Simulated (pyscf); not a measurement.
Single points on ωB97X-D3(BJ)/def2-SVP structures (PySCF, gas phase).

Problem. H₃C–Si(Cl)(Cl)–Cl + H• -> •H₂C–Si(Cl)(Cl)–Cl + H₂
Surface: doublet. Broken: C–H. Formed: H–H. Give ΔE‡ and ΔE from ωB97M-D3(BJ)/def2-TZVP, relative to the separated reactants.

Solution. ΔE‡ = 0.55 eV, ΔE = +0.07 eV. Zero-point energy shifts the barrier by -0.07 eV. It is a hydrogen abstraction, with an imaginary mode of 1444i cm⁻¹. One saddle was located; it need not be the lowest between these sides. The angle at the transferred H is 177°.
